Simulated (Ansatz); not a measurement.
CH3Na (`[CH3][Na]`), relaxed with RKS PBE0-D4/def2-TZVP in the Gaussian-basis code of Ansatz from a PBE-D4/def2-SVP geometry. The force threshold is 0.005 eV/Å; the program also tests the step.

The species carries charge 0 and has multiplicity 1.

Start:

```xyz
5

C    -0.019    0.116   -0.200
Na    0.177   -1.044    1.803
H     0.512   -0.421   -1.015
H    -1.088    0.218   -0.482
H     0.419    1.132   -0.106
```

**Question.** By how much does the energy fall, and how many steps does the optimiser take? (Estimate.)

**Answer.** Ansatz gave: 0.33 kcal/mol, in 3 steps, 1 of them rejected.

**Question.** Which bonds change most? (An estimate is asked.)

**Answer.** Ansatz gave: C1–Na2 from 2.323 to 2.300 Å; C1–H3 from 1.111 to 1.095 Å; C1–H5 from 1.111 to 1.095 Å; C1–H4 from 1.111 to 1.095 Å.

**Question.** Give the relaxed structure. (An estimate is asked.)

**Answer.** Computed: 
```xyz
5

C    -0.020    0.114   -0.197
Na    0.177   -1.034    1.786
H     0.503   -0.414   -1.002
H    -1.072    0.217   -0.481
H     0.412    1.116   -0.107
```
